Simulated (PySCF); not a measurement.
CH4S, SMILES SC.

The structure is a stationary point at ωB97X-D3(BJ)/def2-TZVP.

The numbers are results of r2SCAN/def2-TZVPD (PySCF), not measurements.

Gas-phase values at a fixed geometry.

Question: Estimate the frontier levels, gap, dipole moment and polarisability. (An estimate is asked for; the answer gives what the named calculation found.)

Answer: 
* **highest occupied level**: -5.82 eV
* **lowest empty level**: -0.24 eV
* **orbital gap**: 5.58 eV
* **dipole moment**: 1.60 D
* **quadrupole, principal values (traceless, Buckingham form, about the centre of nuclear charge)**: -2.90, -0.58, 3.48 D·Å
* **mean static polarisability**: 37.0 bohr³ (5.48 Å³)
* **polarisability, principal values**: 33.8, 34.1, 43.0 bohr³
